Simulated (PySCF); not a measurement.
## One reaction down a group: C, Si, Ge, Sn

The same gas-phase reaction for C, Si, Ge, Sn:
- CH3Cl + HCl → CCl2 + 4 H
- SiH3Cl + HCl → SiCl2 + 4 H
- GeH3Cl + HCl → GeCl2 + 4 H
- SnH3Cl + HCl → SnCl2 + 4 H

Computed with PySCF (xtb for GFN2) and rigid-rotor harmonic-oscillator thermochemistry at 1 bar. † marks an energy on the PBE0/def2-TZVP geometry and frequencies; other levels use their own. CCSD(T) freezes the core. Open shells (unrestricted): H (multiplicity 2); the rest are closed-shell singlets. GFN2 has no spin-polarisation term. B3LYP is the form with VWN-RPA correlation. Sn: scalar-relativistic def2 core potential, no spin-orbit coupling. Ge: all electrons, no relativistic terms. SnH3Cl: computed as isolated molecules; such fragments, hydroxides, amides, oligomers or adducts are transient or little studied in the gas. CCSD(T) isn't extrapolated to the basis-set limit. The harmonic model lacks anharmonicity and excited electronic states, which grow with temperature; levels with a mode under 35 cm⁻¹ are left out. Soft modes under 120 cm⁻¹ make the harmonic entropy rough for SnCl2. Warning, large T1 diagnostic: CCl2 (CCSD(T)/def2-SVP†).

ΔH°(298 K) in kJ, by level:

| level | C | Si | Ge | Sn |
|---|---|---|---|---|
| ωB97M-V/def2-TZVP† | 1262.4 | 917.2 | 848.5 | 762.6 |
| PBE0/def2-QZVP† | 1250.6 | 905.6 | 831.9 | 733.8 |
| PBE0/def2-TZVP | 1243.9 | 901.0 | 826.7 | 729.3 |
| B3LYP/def2-TZVP† | 1269.6 | 933.1 | 846.2 | 748.6 |
| PBE/def2-TZVP† | 1211.3 | 880.2 | 802.9 | 708.6 |
| GFN2-xTB | 1364.7 | 1149.9 | 883.9 | 787.8 |
| PBE/def2-SVP | 1212.8 | 874.0 | 797.3 | 701.5 |
| CCSD(T)/def2-SVP† | 1240.5 | 904.8 | 843.5 | 746.9 |

At ωB97M-V/def2-TZVP†, ΔH° falls from C to Sn, over a range of 499.8 kJ; the steps are -345.2, -68.7, -85.9 kJ. 8 of the 8 levels shown give the same order. The levels scatter most for Si (275.9 kJ between the highest and the lowest) and least for Sn (86.3 kJ). ΔS°(298 K) runs from 301.9 to 303.6 J/K, so TΔS° at 298 K spreads over 0.5 kJ among the members, against 499.8 kJ for ΔH°.

Free energies at ωB97M-V/def2-TZVP†:

```csv
member,"ΔS°(298 K), J/K","ΔG°(298 K), kJ","ΔG°(1400 K), kJ",ΔG° changes sign
C,302.6,1172,787,none from 298 to 2500 K
Si,303.1,827,451,none from 298 to 2500 K
Ge,303.6,758,384,2000 to 2500 K
Sn,301.9,673,305,2000 to 2500 K
```

The NASA 1993 table, where it holds all species, gives ΔH°(298 K) = 1285 kJ for C, 938 kJ for Si; its entries are part measured, part old estimates, and weren't checked at source.
